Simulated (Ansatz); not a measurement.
C₄H₉N, SMILES `CC/C=C/N`: the same geometry under several functionals.

```yaml
crystal:
  periodic: [false, false, false]
  atoms:
    - {symbol: C, position_ang: [-1.798043, -0.684187, -0.899026]}
    - {symbol: C, position_ang: [-0.521508, -1.061035, -0.154305]}
    - {symbol: C, position_ang: [0.120524, 0.098570, 0.532923]}
    - {symbol: C, position_ang: [1.322893, 0.577899, 0.217686]}
    - {symbol: N, position_ang: [1.923769, 1.717000, 0.735190]}
    - {symbol: H, position_ang: [-2.261862, -1.558237, -1.363960]}
    - {symbol: H, position_ang: [-1.588509, 0.049575, -1.680932]}
    - {symbol: H, position_ang: [-2.530770, -0.240563, -0.219235]}
    - {symbol: H, position_ang: [0.193934, -1.506362, -0.853880]}
    - {symbol: H, position_ang: [-0.759553, -1.843393, 0.577583]}
    - {symbol: H, position_ang: [-0.458118, 0.592315, 1.313601]}
    - {symbol: H, position_ang: [1.904093, 0.095050, -0.564820]}
    - {symbol: H, position_ang: [1.512109, 2.059917, 1.589665]}
    - {symbol: H, position_ang: [2.928040, 1.674353, 0.798307]}
basis:
  gaussian: {orbitals: def2-TZVPP}
hamiltonian: {xc: {name: B2PLYP}}
```

```sh
$ ansatz run in.yaml --threads 4 --pin off --events-out ev --progress --plain --max-ram 10444MiB
```

Shortened log:

```
Functional definition: B2PLYP
1638 factors; integrals over basis functions are off by at most 1.2e-3 eV
mean field evaluation 1: about -5765.4841 eV, gradient 5.9e1 eV
mean field evaluation 2: about -5765.6286 eV, gradient 5.9e1 eV
mean field evaluation 4: about -5773.4581 eV, gradient 3.5e0 eV
mean field evaluation 8: about -5773.4943 eV, gradient 5.1e-1 eV
mean field evaluation 16: about -5773.4949 eV, gradient 2.8e-4 eV
mean field -5773.49494290 eV, -212.1720257361 hartree, gradient 5.2e-6 eV, S^2 0.000000; 0 other end points of the search recorded, 0 dependent functions left out
5 core orbitals not correlated: weight in the atoms' cores, before any rotation towards them, 1.000 or more for the frozen orbitals, at most 0.000 for the correlated occupied ones
reference -5773.49513122 eV, -212.1720326566 hartree; 15, 15 occupied and 261, 261 virtual orbitals, 1638 factors
second order -29.37212223 eV of doubles, -0.00000000 eV of singles
Total energy: -5781.42560422 eV, -212.4634721639 hartree
```

Hardware: 4 threads of an Arm Neoverse V2 on a shared host. Wall time 5.5 s, peak host memory 0.77 GiB.

With the line `hamiltonian: {xc: {name: wB97M-V}}` and forces (abridged; 10 s):

```
Functional definition: wB97M-V
mean field evaluation 16: about -5783.6915 eV, gradient 3.0e-4 eV
mean field -5783.69154333 eV, -212.5467438904 hartree, gradient 4.2e-5 eV, S^2 0.000000
Total energy: -5783.69159472 eV, -212.5467457790 hartree
Atom 0 force    -0.155396     0.044785    -0.095659 eV/Å
Atom 1 force     0.040054    -0.299691    -0.017484 eV/Å
Atom 2 force     0.134367     0.234086     0.112733 eV/Å
Atom 3 force    -0.184466    -0.326556    -0.170973 eV/Å
Atom 4 force     0.138504     0.260272     0.151302 eV/Å
Atom 5 force     0.037572     0.073520     0.036497 eV/Å
Atom 6 force    -0.012180    -0.051481     0.055558 eV/Å
Atom 7 force     0.054651    -0.029879    -0.043344 eV/Å
Atom 8 force    -0.049713     0.032323     0.047360 eV/Å
Atom 9 force     0.026846     0.070009    -0.064490 eV/Å
Atom 10 force     0.044640    -0.015928    -0.047975 eV/Å
Atom 11 force    -0.048256     0.025221     0.055733 eV/Å
Atom 12 force     0.026226    -0.017943    -0.027564 eV/Å
Atom 13 force    -0.052850     0.001262     0.008309 eV/Å
Dipole moment:     0.225534     0.013872     0.179532 e Å
```

Changing it to `hamiltonian: {xc: {name: B3LYP}, dispersion: d4}` and forces (abridged; 4.3 s):

```
Functional definition: B3LYP
mean field evaluation 16: about -5787.0631 eV, gradient 7.9e-4 eV
mean field -5787.06309965 eV, -212.6706463000 hartree, gradient 1.8e-5 eV, S^2 0.000000
Total energy: -5787.43344059 eV, -212.6842560786 hartree
Atom 0 force    -0.197609     0.043811    -0.118650 eV/Å
Atom 1 force     0.099375    -0.203806     0.033234 eV/Å
Atom 2 force    -0.013121     0.103638     0.129049 eV/Å
Atom 3 force    -0.015168    -0.204501    -0.179568 eV/Å
Atom 4 force     0.107553     0.173432     0.088824 eV/Å
Atom 5 force     0.011922     0.042316     0.014499 eV/Å
Atom 6 force    -0.019134    -0.034210     0.029305 eV/Å
Atom 7 force     0.024889    -0.018890    -0.035531 eV/Å
Atom 8 force    -0.040653     0.010238     0.035181 eV/Å
Atom 9 force     0.008068     0.025149    -0.037501 eV/Å
Atom 10 force     0.031817    -0.032337    -0.044822 eV/Å
Atom 11 force    -0.032756     0.037080     0.055869 eV/Å
Atom 12 force     0.019834     0.028966     0.014938 eV/Å
Atom 13 force     0.014982     0.029113     0.015174 eV/Å
Dipole moment:     0.229308     0.022359     0.182555 e Å
```

B3LYP takes the VWN-RPA correlation (the form of Gaussian; ORCA's B3LYP/G).
